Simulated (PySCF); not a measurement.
Group charges in methyl isopropyl ketone

Methyl isopropyl ketone, C₅H₁₀O.
Atom-mapped SMILES: `[CH3:1][C:2](=[O:3])[CH:4]([CH3:5])[CH3:6]` (hydrogens: H7, H8, H9 on C1; H10 on C4; H11, H12, H13 on C5; H14, H15, H16 on C6)

Cartesian coordinates in Å at the PBE0-D3(BJ)/def2-TZVP level; atoms count from 1:
```xyz
16
C5H10O angstrom
C      2.0484    0.5837    0.2888
C      0.9837   -0.3479   -0.2259
O      1.2422   -1.2404   -0.9950
C     -0.4322   -0.0992    0.2668
C     -1.2654   -1.3665    0.2340
C     -1.0573    1.0007   -0.5944
H      2.9626    0.4697   -0.2908
H      2.2543    0.3354    1.3350
H      1.7136    1.6232    0.2703
H     -0.3620    0.2751    1.2956
H     -1.3175   -1.7604   -0.7821
H     -2.2807   -1.1649    0.5827
H     -0.8325   -2.1445    0.8657
H     -1.1289    0.6716   -1.6338
H     -2.0653    1.2275   -0.2408
H     -0.4783    1.9264   -0.5695
```

Atomic charges (e) from the PBE0/pcSseg-2 density (PySCF):

| atom | Mulliken | IAO | Hirshfeld | ESP-fitted |
| --- | --- | --- | --- | --- |
| C1 | -0.0340 | -0.4896 | -0.1303 | -0.5925 |
| C2 | +0.2215 | +0.4043 | +0.1690 | +0.6035 |
| O3 | -0.3848 | -0.4290 | -0.2347 | -0.5175 |
| C4 | -0.0648 | -0.1488 | -0.0373 | +0.3279 |
| C5 | -0.0542 | -0.4285 | -0.1283 | -0.5992 |
| C6 | -0.0486 | -0.4229 | -0.1186 | -0.5347 |
| H7 | +0.0650 | +0.1705 | +0.0549 | +0.1770 |
| H8 | +0.0428 | +0.1687 | +0.0593 | +0.1464 |
| H9 | +0.0286 | +0.1562 | +0.0533 | +0.1474 |
| H10 | +0.0214 | +0.1354 | +0.0450 | -0.0186 |
| H11 | +0.0443 | +0.1566 | +0.0427 | +0.1598 |
| H12 | +0.0246 | +0.1405 | +0.0427 | +0.1544 |
| H13 | +0.0353 | +0.1479 | +0.0436 | +0.1363 |
| H14 | +0.0400 | +0.1498 | +0.0477 | +0.1466 |
| H15 | +0.0379 | +0.1490 | +0.0484 | +0.1433 |
| H16 | +0.0248 | +0.1399 | +0.0428 | +0.1200 |

Q: Cut each of the bonds C1–C2, C2–C4 and C5–C4 in turn and sum the charges on the side of the atom named first.

A: In e; the other side holds the opposite charge:

```tsv
bond cut	piece	atoms	Mulliken	IAO	Hirshfeld	ESP-fitted
C1–C2	CH3	4	+0.102	+0.006	+0.037	-0.122
C2–C4	C2H3O	6	-0.061	-0.019	-0.028	-0.036
C5–C4	CH3	4	+0.050	+0.016	+0.001	-0.149
```

Extremes among these pieces. Mulliken: lowest C2H3O at C2, highest CH3 at C1; IAO: lowest C2H3O at C2, highest CH3 at C5; Hirshfeld: lowest C2H3O at C2, highest CH3 at C1; ESP-fitted: lowest CH3 at C5, highest C2H3O at C2.

Q: Do the schemes agree better on the pieces than on the single atoms at the cuts?

A: The spread between schemes averages 0.155 e for the pieces and 0.513 e for the atoms named first; it is smaller for the piece at 3 of the 3 cuts. On average they agree better on the pieces. The sign differs between schemes (beyond ±0.03 e) for CH3 at C1 and CH3 at C5.

Isolated species at its PBE0-D3(BJ)/def2-TZVP geometry (one conformer only).
